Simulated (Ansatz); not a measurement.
Input file:

```yaml
crystal:
  periodic: [false, false, false]
  atoms:
    - {symbol: B, position_ang: [0.000000, -0.195497, 0.780377]}
    - {symbol: O, position_ang: [0.000000, 0.203663, -0.491511]}
    - {symbol: H, position_ang: [0.000000, 0.601904, 1.678024]}
    - {symbol: H, position_ang: [0.000000, -1.737852, -2.246278]}
basis:
  gaussian: {orbitals: cc-pVDZ}
magnetization: {spin_polarized: false, initial_magnetization: 1}
correlation: {method: ccsdt_q, electrons: outside_noble_gas}
```

```sh
$ ansatz run in.yaml --threads 1 --pin off --events-out ev --progress --plain --max-ram 2393MiB
```

Log:

```
651 factors; integrals over basis functions are off by at most 1.4e-7 eV
mean field evaluation 1: about -2732.6409 eV, gradient 4.2e1 eV
mean field evaluation 2: about -2732.6432 eV, gradient 4.2e1 eV
mean field evaluation 4: about -2737.1905 eV, gradient 2.7e0 eV
mean field evaluation 8: about -2737.2370 eV, gradient 1.7e-1 eV
mean field evaluation 16: about -2737.2296 eV, gradient 7.9e-1 eV
mean field -2737.23745697 eV, -100.5916211775 hartree, gradient 2.3e-6 eV, S^2 0.750000; 0 other end points of the search recorded, 0 dependent functions left out
mean field evaluation 32: about -2737.2383 eV, gradient 9.6e-2 eV
mean field evaluation 64: about -2737.2121 eV, gradient 2.9e0 eV
mean field evaluation 96: about -2737.2444 eV, gradient 2.9e-1 eV
mean field evaluation 128: about -2737.2417 eV, gradient 1.8e0 eV
mean field evaluation 160: about -2735.9879 eV, gradient 1.2e-1 eV
determinant -2737.23745697 eV, -100.5916211775 hartree, with singles and doubles -2745.31637247 eV, -100.8885158459 hartree
determinant -2736.91566975 eV, -100.5797957154 hartree, with singles and doubles -2745.30827572 eV, -100.8882182958 hartree
determinant -2736.91566975 eV, -100.5797957154 hartree, with singles and doubles -2745.30794725 eV, -100.8882062248 hartree
determinant -2737.23745697 eV, -100.5916211775 hartree, with singles and doubles -2745.31689876 eV, -100.8885351869 hartree
unrestricted determinant -2737.50374038 eV, -100.6014069124 hartree, S^2 1.3204
2 core orbitals not correlated: weight in the atoms' cores, before any rotation towards them, 1.000 or more for the frozen orbitals, at most 0.000 for the correlated occupied ones
reference -2737.23745697 eV, -100.5916211775 hartree; 6, 5 occupied and 30, 31 virtual orbitals, 651 factors
second order -8.00369145 eV of doubles, -0.00089999 eV of singles
...
cycle  13  -8.48289503 eV  change   -5.4e-6 eV  update   2.8e-5
cycle  14  -8.48293513 eV  change   -4.0e-5 eV  update   2.1e-5
cycle  15  -8.48294124 eV  change   -6.1e-6 eV  update   1.6e-5
cycle  16  -8.48293644 eV  change    4.8e-6 eV  update   1.2e-5
cycle  17  -8.48292915 eV  change    7.3e-6 eV  update   8.0e-6
cycle  18  -8.48292664 eV  change    2.5e-6 eV  update   4.4e-6
cycle  19  -8.48292782 eV  change   -1.2e-6 eV  update   2.5e-6
cycle  20  -8.48292875 eV  change   -9.3e-7 eV  update   1.7e-6
cycle  21  -8.48293080 eV  change   -2.1e-6 eV  update   1.1e-6
cycle  22  -8.48293187 eV  change   -1.1e-6 eV  update   7.7e-7
perturbative correction -0.02853247 eV, -0.0010485489 hartree
Total energy: -2745.74892131 eV, -100.9044117226 hartree
```

Ran on 1 thread of Arm Neoverse V1, shared host: 27 s wall, 0.41 GiB peak host memory.
